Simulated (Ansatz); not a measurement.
The input, for Ansatz 0.2.0:

```yaml
crystal:
  periodic: [false, false, false]
  atoms:
    - {symbol: Si, position_ang: [0.000000, -0.198173, 1.255339]}
    - {symbol: C, position_ang: [0.000000, 0.181485, -3.108998]}
    - {symbol: H, position_ang: [0.000000, 3.359346, 2.067984]}
basis:
  gaussian: {orbitals: 6-31G}
magnetization: {spin_polarized: false, initial_magnetization: 3}
correlation: {method: fic_mrcisd_q, electrons: outside_noble_gas, active_space: {window: {electrons: 9, orbitals: 9}, shells: [{species: C, l: s, shell: 2}, {species: C, l: p, shell: 2}, {species: H, l: s, shell: 1}, {species: Si, l: s, shell: 3}, {species: Si, l: p, shell: 3}]}}
```

```sh
$ ansatz run in.yaml --threads 1 --pin off --events-out ev --progress --plain --max-ram 2393MiB
```

The program prints:

```
482 factors; integrals over basis functions are off by at most 8.2e-8 eV
mean field evaluation 1: about -8888.7351 eV, gradient 1.4e1 eV
mean field evaluation 2: about -8888.7350 eV, gradient 1.4e1 eV
mean field evaluation 4: about -8877.8895 eV, gradient 3.7e1 eV
mean field evaluation 8: about -8894.8332 eV, gradient 7.7e0 eV
mean field evaluation 16: about -8895.8358 eV, gradient 1.5e-2 eV
mean field evaluation 32: about -8894.7935 eV, gradient 1.3e1 eV
mean field evaluation 64: about -8896.6406 eV, gradient 2.6e-2 eV
mean field evaluation 96: about -8896.6283 eV, gradient 1.2e-6 eV
mean field evaluation 128: about -8896.6297 eV, gradient 2.8e-2 eV
mean field evaluation 160: about -8896.6016 eV, gradient 5.0e-2 eV
mean field evaluation 192: about -8896.6629 eV, gradient 2.3e-1 eV
mean field evaluation 224: about -8896.5560 eV, gradient 6.0e-1 eV
mean field evaluation 256: about -8896.6283 eV, gradient 1.0e-3 eV
mean field evaluation 288: about -8896.5965 eV, gradient 8.5e-5 eV
mean field evaluation 320: about -8896.5839 eV, gradient 2.8e0 eV
mean field evaluation 352: about -8885.0831 eV, gradient 1.8e1 eV
mean field evaluation 384: about -8895.1663 eV, gradient 3.2e-4 eV
mean field evaluation 416: about -8895.2320 eV, gradient 2.0e-3 eV
mean field -8896.66475716 eV, -326.9463994498 hartree, gradient 3.5e-6 eV, S^2 3.750000; 22 other end points of the search recorded, 0 dependent functions left out
reference -8896.66475716 eV, -326.9463994498 hartree; 12, 9 occupied and 12, 15 virtual orbitals, 482 factors
state -8899.16073251 eV, -327.0381248520 hartree
contracted CI cycle   1: correlation 0.00000000 eV, 0.0000000000 hartree, residual 5.99e0 eV
contracted CI cycle   2: correlation -0.81227943 eV, -0.0298507186 hartree, residual 6.45e-1 eV
contracted CI cycle   3: correlation -0.82369501 eV, -0.0302702332 hartree, residual 1.53e-1 eV
contracted CI cycle   4: correlation -0.82422395 eV, -0.0302896717 hartree, residual 3.47e-2 eV
contracted CI cycle   5: correlation -0.82425287 eV, -0.0302907341 hartree, residual 6.83e-3 eV
contracted CI cycle   6: correlation -0.82425387 eV, -0.0302907711 hartree, residual 2.06e-3 eV
contracted CI cycle   7: correlation -0.82425395 eV, -0.0302907741 hartree, residual 4.43e-4 eV
state -8899.16073251 eV, -327.0381248520 hartree; corrected -8900.00244242 eV, -327.0690571207 hartree
Total energy: -8900.00244242 eV, -327.0690571207 hartree
Checks for a lower state left out: starts, orbital_swaps
```

Natural occupations: 1.9610 1.9549 1.2236 1.0000 1.0000 1.0000 0.7766 0.0451 0.0388.

Ran on 1 thread of Arm Neoverse V1, shared host: 6 s wall, 0.31 GiB peak host memory.
